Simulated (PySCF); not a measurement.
C4H7P.
Cartesian coordinates in Å at the PBE0-D3(BJ)/def2-SVP level; atoms count from 1:
```
atom  x, y, z in Å
C1     2.2555   -0.3282   -1.0701
C2     1.4189   -0.3116   -0.1868
P3     0.3082   -0.3549    1.1971
C4    -0.2849    1.3981    1.1783
C5    -1.1382   -1.2011    0.4124
H6     2.9873   -0.3375   -1.8577
H7    -0.6813    1.7001    0.1974
H8     0.5480    2.0622    1.4513
H9    -1.0704    1.5054    1.9419
H10   -1.4431   -0.7275   -0.5328
H11   -0.8826   -2.2538    0.2240
H12   -1.9793   -1.1764    1.1223
```

Computed with PySCF at PBE0/pcSseg-1 and wB97X-D/def2-SVPD, non-relativistic, on one gas-phase PBE0-D3(BJ)/def2-SVP geometry that isn't relaxed in the solvent. The solvent is an IEF-PCM continuum (van der Waals radii × 1.2). The model holds no explicit solvent molecules, cavitation or dispersion.

Gas phase at PBE0/pcSseg-1: HOMO -6.62 eV, LUMO 0.13 eV, dipole 1.35 D.

What does the continuum do to the energy, the frontier levels and the dipole at PBE0/pcSseg-1 in dichloromethane and methanol?

```tsv
solvent	ε	E(solvent) − E(gas) (kcal/mol)	polarisation term (kcal/mol)	distortion of the solute (kcal/mol)	HOMO (eV)	LUMO (eV)	dipole (D)
dichloromethane	8.93	-3.81	-4.24	0.43	-6.71	0.09	1.77
methanol	32.61	-4.41	-5.00	0.59	-6.74	0.07	1.84
```

The polarisation term is half the interaction of the solute with the surface charges that it induces; the rest is the cost of distorting the solute's density. The sum is the electrostatic part of solvation alone. From dichloromethane to methanol the lowering changes by a factor 1.16, Onsager's factor (ε − 1)/(2ε + 1) by 1.14 and ε itself by 3.7.

Which radius a makes the point-dipole formula ΔE = −[(ε − 1)/(2ε + 1)]·μ²/a³ give the value in methanol, with the gas-phase dipole?

μ = 0.533 au and |ΔE| = 0.00703 Eh give a = 1.42 Å; the farthest nucleus lies 3.72 Å from the centroid of the nuclei, so such a sphere wouldn't even hold the nuclei. The formula assumes a rigid point dipole at the centre of a sphere.

Give the dipole vector in the frame of the coordinates (D, pointing from negative to positive charge), gas and methanol.

Gas (-1.02, 0.54, -0.71), solvent (-1.46, 0.73, -0.86). Its length changes by +36 % and its direction by 4°.

Which Mulliken charges (PBE0/pcSseg-1) respond most in dichloromethane (means over atoms taken as equivalent)?

| atoms | environment | gas (e) | solvent (e) | change |
| --- | --- | --- | --- | --- |
| P3 | phosphine phosphorus | +0.398 | +0.363 | -0.035 |
| H6 | alkyne hydrogen | +0.074 | +0.094 | +0.020 |
| C1 | terminal alkyne carbon | -0.362 | -0.378 | -0.016 |
| C2 | alkyne carbon | -0.055 | -0.070 | -0.015 |
| H7 (×6) | methyl hydrogen | +0.150 | +0.159 | +0.009 |
| C4/C5 | sp3 carbon bound to phosphorus | -0.476 | -0.481 | -0.005 |

Gas phase at wB97X-D/def2-SVPD: HOMO -8.39 eV, LUMO 1.82 eV, dipole 1.40 D.

What does the continuum do to the energy, the frontier levels and the dipole at wB97X-D/def2-SVPD in dichloromethane?

```
        solvent     ε  E(solvent) − E(gas) (kcal/mol)  polarisation term (kcal/mol)  distortion of the solute (kcal/mol)  HOMO (eV)  LUMO (eV)  dipole (D)
dichloromethane  8.93                           -3.71                         -4.25                                 0.54      -8.49       1.79        1.91
```

How does the static polarisability (wB97X-D/def2-SVPD, frozen core, with the continuum's full static response) change?

| medium | isotropic (au) | principal values (au) | ⟨r²⟩ of the electrons (bohr²) |
| --- | --- | --- | --- |
| gas | 74.7 | 60.4, 69.9, 93.9 | 588.5 |
| dichloromethane | 99.1 | 82.6, 91.3, 123.3 | 587.5 |

The isotropic value in dichloromethane is 1.33 times the gas-phase one; no cavity-field correction is applied. ⟨r²⟩ is taken about the centre of nuclear charge.

wB97X-D is run here without its empirical dispersion term; that term would change no orbital, density or response property at a fixed geometry.
